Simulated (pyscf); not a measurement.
PySCF, gas phase, ωB97X-D3(BJ)/def2-SVP geometries.

### Question
Estimate by transition-state theory (the high-pressure limit) the rate constant of H₂S + O=W(Cl)(Cl)(Cl)–Cl → HO–W(SH)(Cl)(Cl)(Cl)–Cl (singlet surface; H–S broken, S–W, H–O formed) at 1200 K, with ωB97M-D3(BJ)/def2-TZVP energies (ideal gas, 1 atm, RRHO with modes under 100 cm⁻¹ raised to 100, one conformer, R ln 2 for chiral ones without a mode under 150 cm⁻¹; no tunnelling).

### Answer
The electronic barrier is 30.1 kcal/mol and the thermal terms add +41.6, so ΔG‡ = 71.7 kcal/mol. With k_BT/h = 2.50e+13 s⁻¹ and RT = 2.385 kcal/mol, and a volume of 1.64e-19 cm³ per molecule at 1 atm, k = 3.6e-19 cm³ molecule⁻¹ s⁻¹. The product is born with the 15 kcal/mol of the reverse barrier and needs collisions to keep. Wigner's tunnelling factor for 1294i cm⁻¹ would be 1.10. A shift of 1 kcal/mol in the barrier changes k by a factor 1.5. On the reactant side the descent ends in an adduct with a S–W contact, 5.8 kcal/mol under the separated species and 29.6 kcal/mol under the saddle at ωB97X-D3(BJ)/def2-TZVP. What is counted as formed (S–W) is already present as a longer contact in the reactant adduct; forming that adduct is a step of its own. At ωB97X-D3(BJ)/def2-TZVP the barrier from the zero used here is 23.8 kcal/mol. This is the saddle that the search found; another between the same sides may lie lower. Elements past Kr carry the def2 core potentials, without spin-orbit coupling.
